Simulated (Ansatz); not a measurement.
System: diamond-structure Ge. Method: r²SCAN50 in Ansatz (plane waves, PAW).

Numerical settings: plane-wave cutoff 520 eV, 8×8×8 k mesh, Fermi–Dirac smearing 0.01 eV, scalar-relativistic PAW data made under PBE.

Cell (relaxed at this level):

Space group Fd-3m, origin choice 1 (No. 227); a = 5.6084 Å, b = 5.6084 Å, c = 5.6084 Å, α = 90.00°, β = 90.00°, γ = 90.00°

```csv
atom,site,symmetry,x,y,z
Ge,8b,-43m,0.5000,0.5000,0.5000
```
(The calculation used a cell of 2 atoms; values per cell refer to that cell.)

Give the computed width of the whole s-p valence band, pressure derivative B′ of the bulk modulus, band gap and smallest direct gap on the k points sampled.


- width of the whole s-p valence band = 16.00 eV
- pressure derivative B′ of the bulk modulus = 4.5
- band gap = 2.76 eV (on the SCF k mesh) (indirect)
- smallest direct gap on the k points sampled = 3.18 eV

Spin–orbit coupling is not included.

Static lattice: no zero-point or thermal effects.

Computing time: about 20 core-minutes (a rough figure).

Ansatz is a program for electronic structure.
